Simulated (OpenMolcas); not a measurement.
**B3PW91/ANO-L-VDZ run of C4H4N2 (pyrazine)**

What is the vertical electron affinity of C4H4N2 (pyrazine) at B3PW91/ANO-L-VDZ? 

The results are computed with OpenMolcas 26.06.

### Step 1. The molecule

C4H4N2: 10 atoms, total charge 0, spin state singlet. As SMILES, `c1cnccn1`. Geometry: relaxed at PBE0-D4/def2-TZVP.

Bond lengths: C1–C2 1.388 Å, C2–N3 1.327 Å, N3–C4 1.327 Å, C4–C5 1.388 Å, C1–N6 1.327 Å, C5–N6 1.327 Å, C1–H7 1.086 Å, C2–H8 1.086 Å, C4–H9 1.086 Å, C5–H10 1.086 Å. Some angles: C1–C2–N3 122.0°, C2–C1–N6 122.0°, C2–N3–C4 116.1°, N3–C4–C5 122.0°, C4–C5–N6 122.0°, C1–N6–C5 116.1°, C1–C2–H8 120.8°, N3–C2–H8 117.2°, C2–C1–H7 120.8°, N6–C1–H7 117.2°. A long bond or contact: C2–C5 2.645 Å.

### Step 2. The energy at B3PW91/ANO-L-VDZ

coord.xyz reads:

```xyz
10

C      0.476600    -0.947700    -0.800200
C     -0.498600    -1.217100     0.150600
N     -0.972600    -0.276100     0.956700
C     -0.460000     0.937500     0.800700
C      0.515200     1.206900    -0.150000
N      0.989300     0.265900    -0.956100
H      0.851400    -1.732600    -1.450700
H     -0.905400    -2.218000     0.262200
H     -0.834800     1.722400     1.451200
H      0.922000     2.207800    -0.261700
```

job.inp reads:

```
&GATEWAY
Coord=coord.xyz
Basis=ANO-L-VDZ
Group=NoSym
&SEWARD
&SCF
KSDFT=HYB_GGA_XC_B3PW91
PrOrbitals=0
```

Run with:

```sh
export MOLCAS_MEM=1860
pymolcas job.inp > job.log
```

What it wrote:

```text
--- Start Module: gateway ---
[...]
--- Stop Module: gateway /rc=_RC_ALL_IS_WELL_ ---
--- Start Module: seward ---
[...]
      Basis functions           62
--- Stop Module: seward /rc=_RC_ALL_IS_WELL_ ---
[...]
--- Start Module: scf ---
[...]
       Convergence after  12 Iterations
[...]
::    Total KS-DFT energy                            -264.1655309213
[...]
      Total spin, S                                     0.0000000000
[...]
      Total electronic charge=   42.000000
      Total            charge=   -0.000000
[...]
      Dipole Moment (debye):
      Origin of the operator (angstrom)=    0.0083   -0.0051    0.0003
                   X= -1.7035E-04               Y= -7.5979E-05               Z= -1.6620E-04           Total=  2.4982E-04
      Quadrupole Moment (debye*angstrom):
[...]
--- Stop Module: scf /rc=_RC_ALL_IS_WELL_ ---
[...]
```

Run time: 11 s. Hardware: 1 thread of Arm Neoverse V1, shared host; peak memory 0.4 GiB.

### Step 3. The doublet anion, same level

coord.xyz is that of step 2.

job.inp, as its differences from that of step 2:

```diff
@@ -6,2 +6,5 @@
 &SCF
+UHF
+Charge=-1
+Spin=2
 KSDFT=HYB_GGA_XC_B3PW91
```

Run with:

```sh
export MOLCAS_MEM=1860
pymolcas job.inp > job.log
```

What it wrote:

```text
--- Start Module: gateway ---
[...]
--- Stop Module: gateway /rc=_RC_ALL_IS_WELL_ ---
--- Start Module: seward ---
[...]
      Basis functions           62
--- Stop Module: seward /rc=_RC_ALL_IS_WELL_ ---
[...]
--- Start Module: scf ---
[...]
       Convergence after  16 Iterations
[...]
::    Total KS-DFT energy                            -264.1588899168
[...]
      Total spin, S                                     0.5045364242
[...]
      Total electronic charge=   43.000000
      Total            charge=   -1.000000
[...]
      Dipole Moment (debye):
      Origin of the operator (angstrom)=    0.0083   -0.0051    0.0003
                   X= -1.4287E-04               Y=  3.3042E-06               Z=  9.9546E-05           Total=  1.7416E-04
      Center of Charge (angstrom)
[...]
--- Stop Module: scf /rc=_RC_ALL_IS_WELL_ ---
[...]
```

It took 17 s on 1 thread of Arm Neoverse V1, shared host; peak memory 0.4 GiB.

### Step 4. Summary of results

Level: B3PW91/ANO-L-VDZ.

| quantity | value |
| --- | --- |
| singlet C4H4N2: total energy | -264.16553 Eh |
| singlet C4H4N2: dipole moment | 0.00 D |
| singlet C4H4N2: HOMO energy | -7.02 eV |
| singlet C4H4N2: LUMO energy | -2.05 eV |
| singlet C4H4N2: HOMO–LUMO gap | 4.97 eV |
| doublet anion: total energy | -264.15889 Eh |
| doublet anion: HOMO energy (highest over α and β) | 2.38 eV |
| doublet anion: LUMO energy (lowest over α and β) | 4.54 eV |
| doublet anion: ⟨S²⟩ | 0.759 |
| vertical electron affinity (to the doublet anion) | -0.181 eV |

**Reading.** The anion lies 0.18 eV (17.4 kJ/mol) above the neutral: the electron isn't bound at this level, and such a value depends on the basis. Without diffuse functions anions come out too high. Mulliken charges (singlet C4H4N2) run from -0.15 on N3 to +0.20 on H8. Mulliken charges (doublet anion) run from -0.28 on N3 to +0.11 on H7. The HOMO (doublet anion) lies at positive energy, 2.38 eV; only total energies tell whether the electron is bound.
